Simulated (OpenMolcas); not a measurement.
**CS at 1.544 Å: OpenMolcas input and output**

Input (each module block was a call of its own in one work directory; start orbitals came from a preliminary run):

```
&GATEWAY
Coord
2
angstrom
S 0.0 0.0 0.0
C 0.0 0.0 1.5440
Basis=ANO-RCC-VTZP
Group=XY
RX2C
AMFI
ANGMom
0.0 0.0 0.0
RICD
&SEWARD
&GUESSORB
&RASSCF
FileOrb=$CurrDir/o11.orb
Symmetry=1
Spin=1
nActEl=8 0 0
Inactive=5 2
RAS2=3 4
CIRoot=4 4 1
Linear
Iterations=120 100
OrbListing=Nothing
PRWF=0.15
>>COPY $Project.RasOrb $CurrDir/o11.orb
>>COPY $Project.rasscf.h5 $CurrDir/r11.h5
&CASPT2
XMultistate=all
Imaginary=0.2
IPEA=0.25
MaxIter=40
>>COPY $Project.JobMix JOB001
&RASSCF
FileOrb=$CurrDir/o32.orb
Symmetry=2
Spin=3
nActEl=8 0 0
Inactive=5 2
RAS2=3 4
CIRoot=2 2 1
Linear
Iterations=120 100
OrbListing=Nothing
PRWF=0.15
>>COPY $Project.RasOrb $CurrDir/o32.orb
>>COPY $Project.rasscf.h5 $CurrDir/r32.h5
&CASPT2
XMultistate=all
Imaginary=0.2
IPEA=0.25
MaxIter=40
>>COPY $Project.JobMix JOB002
&RASSCF
FileOrb=$CurrDir/o31.orb
Symmetry=1
Spin=3
nActEl=8 0 0
Inactive=5 2
RAS2=3 4
CIRoot=4 4 1
Linear
Iterations=120 100
OrbListing=Nothing
PRWF=0.15
>>COPY $Project.RasOrb $CurrDir/o31.orb
>>COPY $Project.rasscf.h5 $CurrDir/r31.h5
&CASPT2
XMultistate=all
Imaginary=0.2
IPEA=0.25
MaxIter=40
>>COPY $Project.JobMix JOB003
```

```bash
pymolcas m.inp
```

RASSCF and CASPT2 output of these blocks, in excerpt:

```
++    Wave function specifications:
      Number of closed shell electrons          14
      Number of electrons in active shells       8
      Number of inactive orbitals                7
      Number of active orbitals                  7
      Number of secondary orbitals              50
      Spin quantum number                      0.0
      State symmetry                             1
++    Orbital specifications:
      Symmetry species                           1   2
                                                 a   b
      Frozen orbitals                            0   0
      Inactive orbitals                          5   2
      Active orbitals                            3   4
      RAS2 orbitals                              3   4
      Secondary orbitals                        26  24
      Number of basis functions                 34  30
      printout of CI-coefficients larger than  0.15 for root  1
      energy=    -436.547760
      conf/sym  111 2222     Coeff  Weight
           124  022 0u2d   0.17228 0.02968
           128  022 u0d2  -0.17228 0.02968
           130  022 0022  -0.93082 0.86642
      printout of CI-coefficients larger than  0.15 for root  2
      energy=    -436.325655
      conf/sym  111 2222     Coeff  Weight
           123  022 u02d   0.69183 0.47863
           129  022 0ud2   0.69183 0.47863
      printout of CI-coefficients larger than  0.15 for root  3
      energy=    -436.321373
      conf/sym  111 2222     Coeff  Weight
           123  022 u02d  -0.57181 0.32696
           124  022 0u2d  -0.37838 0.14317
           128  022 u0d2  -0.37838 0.14317
           129  022 0ud2   0.57181 0.32696
      printout of CI-coefficients larger than  0.15 for root  4
      energy=    -436.321373
      conf/sym  111 2222     Coeff  Weight
           123  022 u02d   0.37838 0.14317
           124  022 0u2d  -0.57181 0.32696
           128  022 u0d2  -0.57181 0.32696
           129  022 0ud2  -0.37838 0.14317
      Natural orbitals and occupation numbers for root  1
      sym 1:   0.028318   1.966433   1.976593
      sym 2:   0.075730   0.075730   1.938598   1.938598
      Natural orbitals and occupation numbers for root  2
      sym 1:   0.023875   1.965715   1.979023
      sym 2:   0.523583   0.523583   1.492110   1.492111
      Natural orbitals and occupation numbers for root  3
      sym 1:   0.023301   1.939737   1.977671
      sym 2:   0.530950   0.530950   1.498696   1.498696
      Natural orbitals and occupation numbers for root  4
      sym 1:   0.023301   1.939737   1.977671
      sym 2:   0.530950   0.530950   1.498696   1.498696
      RASSCF energy for state  4                   -436.32137296
::    RASSCF root number  1 Total energy:   -436.54775983
::    RASSCF root number  2 Total energy:   -436.32565539
::    RASSCF root number  3 Total energy:   -436.32137296
::    RASSCF root number  4 Total energy:   -436.32137296
      Von Neumann Entropy (Root   1) =  0.57264
++    Wave function specifications:
      Number of closed shell electrons           2
      Number of electrons in active shells       8
      Number of inactive orbitals                1
      Number of active orbitals                  7
      Number of secondary orbitals              50
      Spin quantum number                      0.0
      State symmetry                             1
      Number of CSFs                           254
      Number of CASSCF root(s) available         4
      CASPT2 state passed to geometry opt.       4
      A file JOBMIX will be created
      This is a MULTI-STATE CASSCF reference
      Number of CI roots used                    4
      These are:                                 1   2   3   4
      Off-diagonal elements of Heff are computed
  FINAL CASPT2 RESULT:
      Reference energy:        -436.5477598276
      E2 (Non-variational):      -0.2215254415
      Shift correction:          -0.0017592469
      E2 (Variational):          -0.2232846885
      Total energy:            -436.7710445160
      Reference weight:           0.91707
  FINAL CASPT2 RESULT:
      Reference energy:        -436.3256553938
      E2 (Non-variational):      -0.2288699521
      Shift correction:          -0.0019942647
      E2 (Variational):          -0.2308642168
      Total energy:            -436.5565196106
      Reference weight:           0.91310
  FINAL CASPT2 RESULT:
      Reference energy:        -436.3213729570
      E2 (Non-variational):      -0.2272505064
      Shift correction:          -0.0020467864
      E2 (Variational):          -0.2292972928
      Total energy:            -436.5506702498
      Reference weight:           0.91334
  FINAL CASPT2 RESULT:
      Reference energy:        -436.3213729570
      E2 (Non-variational):      -0.2269661489
      Shift correction:          -0.0020252241
      E2 (Variational):          -0.2289913730
      Total energy:            -436.5503643300
      Reference weight:           0.91368
       Total XMS-CASPT2 energies:
::    XMS-CASPT2 Root  1     Total energy:   -436.77104452
::    XMS-CASPT2 Root  2     Total energy:   -436.55651961
::    XMS-CASPT2 Root  3     Total energy:   -436.55067317
::    XMS-CASPT2 Root  4     Total energy:   -436.55036141
++    Wave function specifications:
      Number of closed shell electrons          14
      Number of electrons in active shells       8
      Number of inactive orbitals                7
      Number of active orbitals                  7
      Number of secondary orbitals              50
      Spin quantum number                      1.0
      State symmetry                             2
      printout of CI-coefficients larger than  0.15 for root  1
      energy=    -436.421367
      conf/sym  111 2222     Coeff  Weight
           241  0u2 u220   0.15019 0.02256
           245  0u2 uu2d   0.15940 0.02541
           249  0u2 u022  -0.93879 0.88132
      printout of CI-coefficients larger than  0.15 for root  2
      energy=    -436.421367
      conf/sym  111 2222     Coeff  Weight
           143  0u2 2u02   0.15019 0.02256
           248  0u2 uud2  -0.15940 0.02541
           282  0u2 0u22   0.93879 0.88132
      Natural orbitals and occupation numbers for root  1
      sym 1:   0.022936   1.002850   1.971182
      sym 2:   1.018204   0.112859   1.980300   1.891670
      Natural orbitals and occupation numbers for root  2
      sym 1:   0.022936   1.002850   1.971182
      sym 2:   0.112859   1.018204   1.891670   1.980300
      RASSCF energy for state  2                   -436.42136699
::    RASSCF root number  1 Total energy:   -436.42136699
::    RASSCF root number  2 Total energy:   -436.42136699
      Von Neumann Entropy (Root   1) =  1.41395
++    Wave function specifications:
      Number of closed shell electrons           2
      Number of electrons in active shells       8
      Number of inactive orbitals                1
      Number of active orbitals                  7
      Number of secondary orbitals              50
      Spin quantum number                      1.0
      State symmetry                             2
      Number of CSFs                           300
      Number of CASSCF root(s) available         2
      CASPT2 state passed to geometry opt.       2
      A file JOBMIX will be created
      This is a MULTI-STATE CASSCF reference
      Number of CI roots used                    2
      These are:                                 1   2
      Off-diagonal elements of Heff are computed
  FINAL CASPT2 RESULT:
      Reference energy:        -436.4213669913
      E2 (Non-variational):      -0.2162281896
      Shift correction:          -0.0018749816
      E2 (Variational):          -0.2181031712
      Total energy:            -436.6394701625
      Reference weight:           0.91732
  FINAL CASPT2 RESULT:
      Reference energy:        -436.4213669912
      E2 (Non-variational):      -0.2162281898
      Shift correction:          -0.0018749816
      E2 (Variational):          -0.2181031714
      Total energy:            -436.6394701626
      Reference weight:           0.91732
       Total XMS-CASPT2 energies:
::    XMS-CASPT2 Root  1     Total energy:   -436.63947016
::    XMS-CASPT2 Root  2     Total energy:   -436.63947016
++    Wave function specifications:
      Number of closed shell electrons          14
      Number of electrons in active shells       8
      Number of inactive orbitals                7
      Number of active orbitals                  7
      Number of secondary orbitals              50
      Spin quantum number                      1.0
      State symmetry                             1
      printout of CI-coefficients larger than  0.15 for root  1
      energy=    -436.381321
      conf/sym  111 2222     Coeff  Weight
           102  022 u02u   0.24221 0.05867
           105  022 u0u2  -0.64606 0.41740
           149  022 0u2u   0.64606 0.41740
           150  022 0uu2   0.24221 0.05867
      printout of CI-coefficients larger than  0.15 for root  2
      energy=    -436.351297
      conf/sym  111 2222     Coeff  Weight
           105  022 u0u2   0.69344 0.48086
           149  022 0u2u   0.69344 0.48086
      printout of CI-coefficients larger than  0.15 for root  3
      energy=    -436.351297
      conf/sym  111 2222     Coeff  Weight
           102  022 u02u  -0.69344 0.48086
           150  022 0uu2   0.69344 0.48086
      printout of CI-coefficients larger than  0.15 for root  4
      energy=    -436.331638
      conf/sym  111 2222     Coeff  Weight
           102  022 u02u   0.64374 0.41440
           105  022 u0u2   0.24134 0.05824
           149  022 0u2u  -0.24134 0.05824
           150  022 0uu2   0.64374 0.41440
      Natural orbitals and occupation numbers for root  1
      sym 1:   0.027745   1.972608   1.981710
      sym 2:   0.529512   0.529512   1.479456   1.479456
      Natural orbitals and occupation numbers for root  2
      sym 1:   0.025223   1.973107   1.980389
      sym 2:   0.524842   0.524842   1.485798   1.485798
      Natural orbitals and occupation numbers for root  3
      sym 1:   0.025223   1.973107   1.980389
      sym 2:   0.524842   0.524842   1.485798   1.485798
      Natural orbitals and occupation numbers for root  4
      sym 1:   0.024977   1.940205   1.976451
      sym 2:   0.533935   0.533935   1.495248   1.495248
      RASSCF energy for state  4                   -436.33163842
::    RASSCF root number  1 Total energy:   -436.38132110
::    RASSCF root number  2 Total energy:   -436.35129668
::    RASSCF root number  3 Total energy:   -436.35129668
::    RASSCF root number  4 Total energy:   -436.33163842
      Von Neumann Entropy (Root   1) =  1.77705
++    Wave function specifications:
      Number of closed shell electrons           2
      Number of electrons in active shells       8
      Number of inactive orbitals                1
      Number of active orbitals                  7
      Number of secondary orbitals              50
      Spin quantum number                      1.0
      State symmetry                             1
      Number of CSFs                           288
      Number of CASSCF root(s) available         4
      CASPT2 state passed to geometry opt.       4
      A file JOBMIX will be created
      This is a MULTI-STATE CASSCF reference
      Number of CI roots used                    4
      These are:                                 1   2   3   4
      Off-diagonal elements of Heff are computed
  FINAL CASPT2 RESULT:
      Reference energy:        -436.3813210983
      E2 (Non-variational):      -0.2196653418
      Shift correction:          -0.0017154304
      E2 (Variational):          -0.2213807721
      Total energy:            -436.6027018705
      Reference weight:           0.91894
  FINAL CASPT2 RESULT:
      Reference energy:        -436.3512966752
      E2 (Non-variational):      -0.2238089581
      Shift correction:          -0.0017660920
      E2 (Variational):          -0.2255750501
      Total energy:            -436.5768717252
      Reference weight:           0.91721
  FINAL CASPT2 RESULT:
      Reference energy:        -436.3512966752
      E2 (Non-variational):      -0.2238728775
      Shift correction:          -0.0017742513
      E2 (Variational):          -0.2256471288
      Total energy:            -436.5769438040
      Reference weight:           0.91706
  FINAL CASPT2 RESULT:
      Reference energy:        -436.3316384158
      E2 (Non-variational):      -0.2248814322
      Shift correction:          -0.0018403942
      E2 (Variational):          -0.2267218264
      Total energy:            -436.5583602422
      Reference weight:           0.91629
       Total XMS-CASPT2 energies:
::    XMS-CASPT2 Root  1     Total energy:   -436.60270192
::    XMS-CASPT2 Root  2     Total energy:   -436.57694414
::    XMS-CASPT2 Root  3     Total energy:   -436.57687139
::    XMS-CASPT2 Root  4     Total energy:   -436.55836019
```

Only roots inside an energy window near the equilibrium distance were included, so the list of states is not complete; labels number the states computed. Each spin and symmetry block has orbitals of its own, averaged over its own roots, so gaps between blocks are less sure than gaps within one and near the minimum can be off by tenths of an eV, in bad cases by more. No Rydberg orbitals are active, so Rydberg states, and σ→σ* states whose orbital the CASSCF left unused, can be missing between those listed. CASPT2 splits the two components of degenerate states numerically, here by up to 68 cm⁻¹.
